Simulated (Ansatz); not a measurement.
Structure relaxation of CoCl3

These are results of Ansatz, DFT PBE, scalar-relativistic, plane waves, PAW, not measurements. Cutoff 420 eV, Γ-centred k mesh, Gaussian smearing, collinear spin, first started from parallel moments.

A relaxed cell is given with its space group left out.

```xyz
4
Lattice="4.3315 0.0000 0.0000 0.0000 4.3315 0.0000 0.0000 0.0000 4.3315" Properties=species:S:1:pos:R:3 pbc="T T T"
Co    0.0000    0.0000    0.0000
Cl    0.0000    2.1658    2.1658
Cl    2.1658    0.0000    2.1658
Cl    2.1658    2.1658    0.0000
```

Formation energies are uncorrected and refer to the elements' standard structures at the same level (Cl₂ as a molecule).

**Question.** What space group does it have?

**Answer.** Pm-3m (No. 221). Conventional cell: a = 4.332 Å. Co has 12 Cl at 3.06 Å; Cl has 4 Co at 3.06 Å and 8 Cl at 3.06 Å.

**Question.** How far does it lie from the elements in energy?

**Answer.** 0.64 eV/atom.

**Question.** Is it a metal?

**Answer.** Yes, bands cross the Fermi level on the 10×10×10 mesh.

**Question.** What net moment does it keep?

**Answer.** 1.00 μB per atom, with site moments up to 2.53 μB.

The final run used a 10×10×10 mesh on its 4-atom cell and 0.10 eV smearing. The k mesh leaves about 4 meV/atom of noise in metals. The cell came from a trial start, so CoCl3 may not exist in this structure.

Cost: 2 runs of about 0.77 core-minutes in all, on Intel Xeon Platinum 8581C (Emerald Rapids) (shared hosts).